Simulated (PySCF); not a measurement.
Task: Give a PBE0-D3(BJ)/def2-SVP geometry of `C[C@@H](F)[C@@H]1CO1`.

Result: 
Z-matrix in Å and degrees, rows numbered from 1:
```
C 
C   1  1.5079
F   2  1.3813  1  109.46
C   2  1.5058  1  112.78  3   120.26
C   4  1.4605  2  121.32  1   148.65
O   4  1.4084  2  115.46  1    80.92
H   1  1.1009  2  110.27  3   -59.82
H   1  1.0991  2  110.67  3    60.19
H   1  1.1002  2  109.87  3  -179.67
H   2  1.1049  1  110.28  3  -118.77
H   4  1.1004  2  114.73  1   -57.06
H   5  1.0978  4  119.44  6   103.99
H   5  1.0972  4  119.49  6  -103.92
```

Of the pairs four or more bonds apart, H10···H12 is among the closest relative to their van der Waals radii: 2.48 Å, 103 % of the sum of Bondi's values. The C–C distances run from 1.460 Å (C4–C5, drawn single) to 1.508 Å (C1–C2, drawn single), a spread of 0.048 Å. O6 (epoxide oxygen) is bent (angle 62.4°). The 3-membered ring C4–C5–O6 has internal angles of 58.7° to 62.4°.

Theory: PySCF 2.14.0, PBE0-D3(BJ)/def2-SVP geometry optimisation, gas phase.

Point group: C1 (no symmetry element, even within 0.4 Å). No frequency check. One conformer, not necessarily the lowest (C1–C2–C4–C5 149°).
